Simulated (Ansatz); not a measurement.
**CH₂N (doublet): from Hartree-Fock to the top rungs at a displaced geometry (v1), cc-pVDZ**

The task here is to estimate one member of a computed series from the others.

Program: Ansatz 0.2.0, Gaussian basis. Level of theory: cc-pVDZ, core rule «outside noble gas», up to 2 orbitals frozen. These are calculated values, not measurements.

To be run: UHF; CCSD(T) on ROHF; CCSD(T) on UHF; BCCD(T) on ROHF; CISD as a restricted active space (open shells left free, so some higher excitations enter); CCSDT(Q) on ROHF; CCSDT(Q) on UHF; CASSCF and MRCISD+Q, 11 electrons in 10 orbitals; CASSCF and NEVPT2, 11 electrons in 10 orbitals.

18 further runs of the same task are left out: 8 that didn't finish, 10 set aside as unsound or not needed. Runs told in other sessions of the task aren't counted.

### The system

The geometry is a PBE0/def2-TZVP stationary point (not a proven minimum) with its atoms shifted at random (size 0.040 Å).

4 atoms, charge 0, spin multiplicity 2.

Atoms are counted from 1 here; the program's logs count them from 0.

Bond lengths: N1–C2 1.248 Å, C2–H3 1.073 Å, C2–H4 1.104 Å. Angles: N1–C2–H3 125.7°, N1–C2–H4 121.3°, H3–C2–H4 113.0°.

Set-up of the first run:

Contents of in.yaml:

```yaml
crystal:
  periodic: [false, false, false]
  atoms:
    - {symbol: N, position_ang: [0.000663, 0.006071, 0.667613]}
    - {symbol: C, position_ang: [-0.000170, -0.010072, -0.580344]}
    - {symbol: H, position_ang: [0.047794, -0.888112, -1.195886]}
    - {symbol: H, position_ang: [-0.054983, 0.923773, -1.166084]}
basis:
  gaussian: {orbitals: cc-pVDZ}
magnetization: {spin_polarized: true, initial_magnetization: 1}
hamiltonian: {xc: hf}
output: {orbitals: {seedname: orbitals}}
```

The run is started by

```console
> ansatz run in.yaml --threads 1 --pin off --events-out ev --progress --plain --max-ram 2393MiB
```

Among the steps run: UHF; CCSD(T) on ROHF; CCSD(T) on UHF; BCCD(T) on ROHF; CISD as a restricted active space (open shells left free, so some higher excitations enter); CCSDT(Q) on ROHF; CCSDT(Q) on UHF; CASSCF and MRCISD+Q, 11 electrons in 10 orbitals; CASSCF and NEVPT2, 11 electrons in 10 orbitals.

One of the session's tables, all rows but one given; the rest of the session is left out.

It belongs to the step «Misses and costs». 

```
          method  from UCCSDT(Q) (kcal/mol)
            ROHF                    +191.35
             UHF                    +184.84
            RMP2                     +24.48
            UMP2                     +30.85
            CISD                     +20.65
           RCCSD                      +7.04
           UCCSD                      +7.03
        RCCSD(T)                      +1.00
        UCCSD(T)                          ?
         BCCD(T)                      +1.01
          RCCSDT                      +0.49
          UCCSDT                      +0.48
       RCCSDT(Q)                      +0.03
       UCCSDT(Q)                          0
  CASSCF valence                    +113.99
  NEVPT2 valence                     +21.92
  MRCISD valence                      +6.40
MRCISD+Q valence                      +0.42
```

Q: Estimate the row for UCCSD(T) from the others.

The run gave: from UCCSDT(Q) (kcal/mol): +1.26. In the column «from UCCSDT(Q) (kcal/mol)» it lies between BCCD(T) (+1.01) and MRCISD valence (+6.40).

To keep in mind: Restricted and unrestricted rows rest on different reference determinants; a gap between their highest levels can come from leftover correlation error, from unlike frozen cores or from another state.
